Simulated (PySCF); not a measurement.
Work out the structure from these simulated measurements.

Formula: C2F3N.

- Dipole: 1.38 D [CAM-B3LYP/aug-cc-pVTZ]
- UV, first state: lowest singlet excitation: 7.55 eV (164 nm, f = 0.000) [TDDFT CAM-B3LYP/aug-cc-pVTZ]
- Rotational structure: rotational constants A, B, C: 5.722, 2.964, 2.963 GHz [PBE0-D3(BJ)/def2-TZVP]
- UV, strongest line: among the 10 lowest singlet transitions: S6/S7 at 9.98 eV (124 nm, f = 0.125 summed over these states) [TDDFT CAM-B3LYP/aug-cc-pVTZ]
- 13C NMR: chemical shifts (computed TMS as zero) by class: 119.6 (1 C), 114.7 (1 C) ppm [GIAO B97-2/pcSseg-2]
- Triplet: lowest triplet excitation (Tamm–Dancoff): 6.16 eV [TDA CAM-B3LYP/aug-cc-pVTZ]
- NMR, other nuclei: isotropic shieldings of nuclei other than C and H, by class: -42 (1 N), 241 (3 F) ppm [GIAO B97-2/pcSseg-2]

Gas-phase values; electronic properties from PySCF, density fitting. Levels stand in brackets. Geometry: PBE0-D3(BJ)/def2-TZVP; no solvent, vibrations or thermal averaging. NMR classes are plain means over equivalent atoms (diastereotopic ones count apart unless rotation or inversion swaps them), as if these changed places fast.

Q: Give a SMILES that accounts for the data.

A: Numbering: `[N:1]#[C:2][C:3]([F:4])([F:5])[F:6]`. Its formula, C2F3N, gives 2 degrees of unsaturation: 0 rings and 2 π bonds in the structure found. 2 carbons fall into 2 classes; from least to most shielded: CF3 carbon [C3] (119.6 ppm), nitrile carbon [C2] (114.7 ppm). The other shieldings belong to: -42 ppm, nitrile nitrogen [N1]; 241 ppm, fluorine of a CF3 group [F4/F5/F6]. The optimised geometry has point group C3v and is a prolate symmetric top (the spread among constants that symmetry makes equal is optimisation noise). Structure: `N#CC(F)(F)F`. The assignments are read from this structure; whether some other isomer fits the data as well wasn't checked.
